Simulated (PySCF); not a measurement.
System: C$_{6}$H$_{5}$ (charge -1, singlet). It need not be the lowest isomer of its formula. Whether it binds its extra electron was not tested at this geometry. 
Structure (B3LYP-D3(BJ)/def2-TZVP (Ansatz) minimum search):
```
C
H 1 1.0862
C 1 1.3935 2 120.94
H 3 1.0909 1 119.52 2 0.00
C 1 1.3935 2 120.94 3 180.00
H 5 1.0909 1 119.52 2 0.00
C 5 1.3983 6 120.49 1 -180.00
H 7 1.0953 5 115.93 6 0.00
C 3 1.3983 4 120.49 1 -180.00
H 9 1.0953 3 115.93 4 0.00
C 7 1.4155 8 118.98 5 180.00
```
Charge -1, spin multiplicity 1.

Dispersion corrections to the total energy (kcal/mol) from the dftd3 and dftd4 libraries through PySCF: D3(BJ) without and D4 with the three-body term, each with the damping fitted for the functional named.

| functional | D3(BJ) | D4 |
|---|---|---|
| HF | -52.92 | -28.10 |
| CAM-B3LYP | -4.84 | -6.09 |
| BP86 | [?] | -9.55 |
| LC-wPBE | -5.88 | -8.08 |
| r2SCAN | [?] | -1.80 |
| PW6B95 | -3.07 | [?] |
| revPBE | -16.49 | -25.02 |

Task: Complete the blanks.

Result: 
- BP86, D3(BJ): -9.97
- r2SCAN, D3(BJ): -1.74
- PW6B95, D4: -6.43
